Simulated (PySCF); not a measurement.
C5H7Cl.
Structure used (PBE0-D3(BJ)/def2-SVP), in Å, numbered top down from 1:
```xyz
13
C5H7Cl angstrom
C      1.979    0.243    0.495
C      0.988   -0.642    0.330
C     -0.432   -0.326    0.159
C     -1.341   -1.308    0.027
C     -0.865    1.106    0.095
Cl    -0.729    1.940    1.683
H      1.794    1.319    0.556
H      3.014   -0.089    0.605
H      1.230   -1.710    0.314
H     -2.404   -1.091   -0.104
H     -1.043   -2.359    0.048
H     -1.915    1.185   -0.212
H     -0.246    1.679   -0.609
```

Method used: core-valence-separated Tamm–Dancoff BHandHLYP/aug-pcX-1 (pcseg-1 on H, def2-SVPD on Cl) in PySCF, non-relativistic, gas phase, PBE0-D3(BJ)/def2-SVP geometry. The energies are unshifted.

The lowest roots of each edge with f over 0.003 (five at most, numbered afresh; weaker and dark ones are left out), with transition dipoles (au) in the frame of the coordinates:

```tsv
root	edge	E (eV)	f	μx	μy	μz
1	C	282.17	0.0559	-0.0119	-0.0022	0.0891
2	C	282.22	0.0598	0.0109	0.0064	-0.0921
3	C	282.73	0.0430	0.0106	0.0040	-0.0780
4	C	282.87	0.0640	0.0122	0.0018	-0.0953
5	C	284.83	0.0610	0.0094	0.0394	0.0843
```

Q: Molecules are fixed in this frame and the field points along z. What effective strengths 3 f cos²θ do the roots have (θ between field and μ)?

A: root 1 (C4): 0.165, root 2 (C1): 0.176, root 3 (C2): 0.126, root 4 (C3): 0.189, root 5 (C5): 0.149. Averaged over all orientations cos²θ is 1/3, which gives f back.

On an Arm Neoverse V2 with one thread, on a shared host, this took 15 s of wall time.

One conformer stands for the species.
